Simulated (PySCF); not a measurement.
Compound: C4H6S.
Numbering: `[CH2:1]=[CH:2][C:3]([CH3:4])=[S:5]` (hydrogens: H6, H7 on C1; H8 on C2; H9, H10, H11 on C4)

Method: PBE0-D3(BJ)/def2-SVP geometry optimisation, gas phase (PySCF); density fitting, grid level 1; the optimiser is geomeTRIC in internal coordinates, started from a GFN2-xTB structure with every atom displaced at random (about 0.01 Å).

Step 0: E = -15064.8557 eV
```
atom  x, y, z in Å  |  force x, y, z in eV/Å
C1     -1.3876    0.3632    0.9610   -0.804   1.632   0.907
C2     -0.9341   -0.6339    0.2393    0.636  -0.386  -0.471
C3      0.3532   -0.6774   -0.3875    1.924  -0.103  -0.626
C4      1.3405    0.4820   -0.2504   -2.655  -0.192   1.236
S5      0.8077   -2.0148   -1.2355   -0.194   0.193   0.108
H6     -0.8473    1.2928    1.1328    0.286   0.052  -0.012
H7     -2.3832    0.3484    1.3900   -0.312  -0.156   0.175
H8     -1.5176   -1.5083    0.0834   -0.746  -0.957  -0.137
H9      1.5311    0.6709    0.8227    0.112  -0.003  -0.160
H10     0.8510    1.3792   -0.6479    0.102   0.280  -0.099
H11     2.2244    0.2721   -0.7687    1.652  -0.360  -0.921
```

Question: Estimate the geometry and energy of step 1. (The exact step hangs on the optimiser's Hessian estimate; all steps are aligned on step 0, rigid shifts and turns removed.)

Answer: E = -15064.9934 eV, largest force 0.757 eV/Å
```
atom  x, y, z in Å  |  force x, y, z in eV/Å
C1     -1.3905    0.3713    0.9979    0.109  -0.144  -0.110
C2     -0.9426   -0.6208    0.2102   -0.140  -0.071  -0.009
C3      0.4014   -0.7040   -0.3663   -0.284   0.036  -0.081
C4      1.2912    0.4918   -0.2687    0.688  -0.135  -0.285
S5      0.8630   -2.0707   -1.1368    0.044  -0.022   0.002
H6     -0.7541    1.2070    1.2934    0.009   0.096  -0.002
H7     -2.4097    0.3595    1.3861   -0.057   0.002   0.047
H8     -1.6027   -1.4595   -0.0478    0.084   0.078   0.083
H9      1.5026    0.7458    0.7796   -0.007   0.023   0.131
H10     0.8250    1.3777   -0.7295   -0.044  -0.033  -0.008
H11     2.2544    0.2760   -0.7790   -0.401   0.169   0.230
```

The energy changes by -0.1377 eV. The first-order estimate −F·Δx gives -0.3571 eV and the mean of the old and new forces, exact on a quadratic surface, -0.1366 eV. The step makes an angle of 77° with the force vector and moves no atom by more than 0.205 Å.

What follows is the cost of the whole optimisation. Time: 30 s; peak memory 0.43 GiB. Hardware: an Arm Neoverse V1 with one thread (shared host).
